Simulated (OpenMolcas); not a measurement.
**One shape, several levels: NH2 (SMILES [NH2])**

We compute a comparison of 6 runs (UHF/3-21G, U-r2SCAN/3-21G, UM06-2X/3-21G, UPBE/3-21G, UPBE0/3-21G, USVWN5/3-21G) of NH2. 

The results are computed with OpenMolcas 26.06.

3 further runs of the same task are left out: 3 set aside as unsound or not needed.

## Step 1: The molecule

NH2: 3 atoms, total charge 0, spin state doublet. As SMILES, `[NH2]`. The N1–H2 distance was set to 2.535 Å, away from the relaxed value. At this shape a bond of the SMILES string is far longer than usual.

Bond lengths: N1–H3 1.014 Å.

## Step 2: The energy at UHF/3-21G (run 1)

struct.xyz reads:

```xyz
3

N      0.534574    -1.685873     0.116416
H      0.155580     0.820260     0.174790
H     -0.235366    -2.141703    -0.361244
```

run.inp reads:

```
&GATEWAY
 BASLIB=$CurrDir
 COORD=struct.xyz
 BASIS=3-21G
 GROUP=NoSym

&SEWARD

&SCF
 UHF
 SPIN=2
 THRESHOLDS=1e-10 1e-07 1e-07 1e-05
 PRORBITALS=1 1
```

The basis set 3-21G is read from a file made from the Basis Set Exchange's data (not shown).

Run with:

```
$ export MOLCAS_MEM=1860
$ pymolcas run.inp > run.log
```

Standard output:

```text
--- Start Module: gateway ---
[...]
--- Stop Module: gateway /rc=_RC_ALL_IS_WELL_ ---
--- Start Module: seward ---
[...]
      Basis functions           13
--- Stop Module: seward /rc=_RC_ALL_IS_WELL_ ---
--- Start Module: scf ---
[...]
       Convergence after  17 Iterations
[...]
::    Total SCF energy                                -55.1554891317
[...]
      Total spin, S                                     0.9103010180
[...]
      Total electronic charge=    9.000000
      Total            charge=   -0.000000
[...]
      Dipole Moment (debye):
      Origin of the operator (angstrom)=    0.4623   -1.5569    0.0900
                   X= -1.3804E+00               Y= -8.2469E-01               Z= -8.5716E-01           Total=  1.8222E+00
      Quadrupole Moment (debye*angstrom):
[...]
--- Stop Module: scf /rc=_RC_ALL_IS_WELL_ ---
[...]
```

Run time: 1.8 s. Hardware: 1 thread of Arm Neoverse V2, shared host; peak memory 0.37 GiB.

## Step 3: A single-point energy at U-r2SCAN/3-21G (run 2)

struct.xyz is that of step 2.

run.input reads:

```
* H2N Kohn-Sham DFT

&GATEWAY
 BASLIB
 $CurrDir
 COORD
 struct.xyz
 BASIS
 3-21G
 GROUP
 NoSym

&SEWARD
 GRIDINPUT
 Grid=UltraFine
 End of Grid

&SCF
 UHF
 SPIN
 2
 KSDFT
 2
 1.0 MGGA_X_R2SCAN
 1.0 MGGA_C_R2SCAN
 THRESHOLDS
 1e-10 1e-07 1e-07 1e-05
 PRORBITALS
 1 1
```

The basis set 3-21G is read from a file made from the Basis Set Exchange's data (not shown).

Run with:

```
$ export MOLCAS_MEM=1860
$ pymolcas run.input > run.log
```

Standard output:

```text
--- Start Module: gateway ---
[...]
--- Stop Module: gateway /rc=_RC_ALL_IS_WELL_ ---
--- Start Module: seward ---
[...]
      Basis functions           13
--- Stop Module: seward /rc=_RC_ALL_IS_WELL_ ---
--- Start Module: scf ---
[...]
       Convergence after  16 Iterations
[...]
::    Total KS-DFT energy                             -55.3843787412
[...]
      Total spin, S                                     0.8847804916
[...]
      Total electronic charge=    9.000000
      Total            charge=   -0.000000
[...]
      Dipole Moment (debye):
      Origin of the operator (angstrom)=    0.4623   -1.5569    0.0900
                   X= -1.3009E+00               Y= -7.2485E-01               Z= -8.0218E-01           Total=  1.6915E+00
      Quadrupole Moment (debye*angstrom):
[...]
--- Stop Module: scf /rc=_RC_ALL_IS_WELL_ ---
[...]
```

Wall time 5.4 s (1 thread of Arm Neoverse V2, shared host); peak memory 0.37 GiB.

Runs 3 to 4 aren't shown in full; the table further down has their settings and results.

## Step 4: A single-point energy at UPBE0/3-21G (run 5)

struct.xyz is that of step 3.

run.input reads:

```
&GATEWAY
  BasLib=$CurrDir
  Coord=struct.xyz
  Basis=3-21G
  Group=NoSym

&SEWARD
  GridInput
  Grid=UltraFine
  End of Grid

&SCF
  UHF
  Spin=2
  KSDFT=PBE0
  Thresholds=1e-10 1e-07 1e-07 1e-05
  PrOrbitals=1 1
```

The basis set 3-21G is read from a file made from the Basis Set Exchange's data (not shown).

Run with:

```
$ export MOLCAS_MEM=1860
$ pymolcas run.input > run.log
```

Standard output:

```text
--- Start Module: gateway ---
[...]
--- Stop Module: gateway /rc=_RC_ALL_IS_WELL_ ---
--- Start Module: seward ---
[...]
      Basis functions           13
--- Stop Module: seward /rc=_RC_ALL_IS_WELL_ ---
--- Start Module: scf ---
[...]
       Convergence after  17 Iterations
[...]
::    Total KS-DFT energy                             -55.3498326247
[...]
      Total spin, S                                     0.8945529124
[...]
      Total electronic charge=    9.000000
      Total            charge=   -0.000000
[...]
      Dipole Moment (debye):
      Origin of the operator (angstrom)=    0.4623   -1.5569    0.0900
                   X= -1.3060E+00               Y= -6.9181E-01               Z= -8.0145E-01           Total=  1.6812E+00
      Quadrupole Moment (debye*angstrom):
[...]
--- Stop Module: scf /rc=_RC_ALL_IS_WELL_ ---
[...]
```

Wall time 4.2 s (1 thread of Arm Neoverse V2, shared host); peak memory 0.37 GiB.

## Step 5: A single-point energy at USVWN5/3-21G (run 6)

struct.xyz is that of step 4.

run.input reads:

```
>>> EXPORT MOLCAS_PRINT=2

&GATEWAY
 BasLib=$CurrDir
 Coord=struct.xyz
 Basis=3-21G
 Group=NoSym

&SEWARD
 GridInput
 Grid=UltraFine
 End of Grid

&SCF
 UHF
 Spin=2
 KSDFT=SVWN5
 Thresholds=1e-10 1e-07 1e-07 1e-05
 PrOrbitals=1 1
```

The basis set 3-21G is read from a file made from the Basis Set Exchange's data (not shown).

Run with:

```
$ export MOLCAS_MEM=1860
$ pymolcas run.input > run.log
```

Standard output:

```text
--- Start Module: gateway ---
[...]
--- Stop Module: gateway /rc=_RC_ALL_IS_WELL_ ---
--- Start Module: seward ---
[...]
      Basis functions           13
--- Stop Module: seward /rc=_RC_ALL_IS_WELL_ ---
--- Start Module: scf ---
[...]
       Convergence after  16 Iterations
[...]
::    Total KS-DFT energy                             -54.9126843719
[...]
      Total spin, S                                     0.8527413782
[...]
      Total electronic charge=    9.000000
      Total            charge=   -0.000000
[...]
      Dipole Moment (debye):
      Origin of the operator (angstrom)=    0.4623   -1.5569    0.0900
                   X= -1.3036E+00               Y= -5.4224E-01               Z= -7.8405E-01           Total=  1.6150E+00
      Quadrupole Moment (debye*angstrom):
[...]
--- Stop Module: scf /rc=_RC_ALL_IS_WELL_ ---
[...]
```

Run time: 3.6 s. Hardware: 1 thread of Arm Neoverse V2, shared host; peak memory 0.37 GiB.

## Step 6: Overview of the runs

| run | level | integration grid | energy (Eh) | dipole moment (D) | HOMO energy (eV) | LUMO energy (eV) | wall time |
| --- | --- | --- | --- | --- | --- | --- | --- |
| 1 | UHF/3-21G | – | -55.155489 | 1.82 | -12.57 | 3.49 | 1.8 s |
| 2 | U-r2SCAN/3-21G | UltraFine | -55.384379 | 1.69 | -7.20 | -2.50 | 5.4 s |
| 3 | UM06-2X/3-21G | UltraFine | -55.380488 | 1.69 | -9.56 | -5.05 | 8.4 s |
| 4 | UPBE/3-21G | UltraFine | -55.337798 | 1.57 | -6.78 | -3.07 | 4.2 s |
| 5 | UPBE0/3-21G | UltraFine | -55.349833 | 1.68 | -8.34 | -1.34 | 4.2 s |
| 6 | USVWN5/3-21G | UltraFine | -54.912684 | 1.61 | -6.52 | -3.54 | 3.6 s |

## Step 7: Summary of results

| quantity | value |
| --- | --- |
| run 6: total energy | -54.91268 Eh |
| run 6: dipole moment | 1.61 D |
| run 6: HOMO energy (highest over α and β) | -6.52 eV |
| run 6: LUMO energy (lowest over α and β) | -3.54 eV |
| run 6: ⟨S²⟩ | 1.580 |

**Reading.** The dipole moment (its size) runs from 1.57 D (UPBE/3-21G) to 1.82 D (UHF/3-21G). Totals of different functionals can't be ranked against each other. Spin contamination of the reference: run 1 ⟨S²⟩ = 1.74, run 3 ⟨S²⟩ = 1.70, run 5 ⟨S²⟩ = 1.69, run 2 ⟨S²⟩ = 1.67, run 4 ⟨S²⟩ = 1.65, run 6 ⟨S²⟩ = 1.58. Where it is this large, the reference is a mixture of spin states, and values that rest on it are in doubt. All runs together took 28 s, the longest 8.4 s.
